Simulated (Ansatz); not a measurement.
Ansatz (a first-principles code) input:

Ansatz 0.2 input:
```yaml
crystal:
  periodic: [false, false, false]
  atoms:
    - {symbol: O, position_ang: [0.32344914, 1.28933772, 0.33469062]}
    - {symbol: C, position_ang: [-0.06628347, 0.13205167, 0.02906921]}
    - {symbol: N, position_ang: [0.99352240, -0.76892505, -0.43544358]}
    - {symbol: C, position_ang: [-1.34549177, -0.39777089, 0.05614525]}
    - {symbol: H, position_ang: [0.80714627, -1.72470693, -0.15261941]}
    - {symbol: H, position_ang: [-1.55170757, -1.39883087, -0.30543238]}
    - {symbol: H, position_ang: [-2.18037315, 0.23739520, 0.32008866]}
    - {symbol: H, position_ang: [1.85333598, -0.45176843, -0.00274350]}
basis:
  gaussian:
    orbitals: STO-3G
hamiltonian:
  xc: {name: PBE0}
total_charge: -1
```

### Question
What final total energy does it print?

### Answer
-205.46718 Eh (PBE0/STO-3G). The basis has 24 functions.

It need not be the lowest isomer of its formula. Whether it binds its extra electron was not tested at this geometry.
